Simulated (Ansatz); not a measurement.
C₃H₇FS, SMILES `CCSCF` at its PBE0-D4/def2-TZVP geometry, where that method's forces vanish. The species carries charge 0 and has multiplicity 1.

```xyz
12

C    -0.6838    1.2266    0.6697
C     0.6954    0.8237    0.1868
S     1.1330   -0.9036    0.4990
C     0.1367   -1.7392   -0.7120
F    -1.1939   -1.8640   -0.3558
H    -0.8484    2.2937    0.4938
H    -1.4639    0.6691    0.1504
H    -0.7919    1.0334    1.7384
H     1.4712    1.3946    0.7034
H     0.8200    1.0160   -0.8826
H     0.1737   -1.2075   -1.6664
H     0.5519   -2.7430   -0.8247
```

Problem. What forces (eV/Å) does PBE-D4/def2-TZVPP give on these atoms in Ansatz 0.2.0? (Best estimate.)

Solution. Ansatz gave: 
```
C1  -0.019  0.024  0.005
C2  -0.038  0.063 -0.008
S3   0.316 -0.162  0.261
C4   0.358  0.023 -0.115
F5  -0.740 -0.084  0.168
H6  -0.045  0.214 -0.029
H7  -0.160 -0.103 -0.098
H8  -0.033 -0.034  0.210
H9   0.167  0.119  0.098
H10  0.034  0.042 -0.227
H11  0.031  0.127 -0.233
H12  0.129 -0.228 -0.033
```
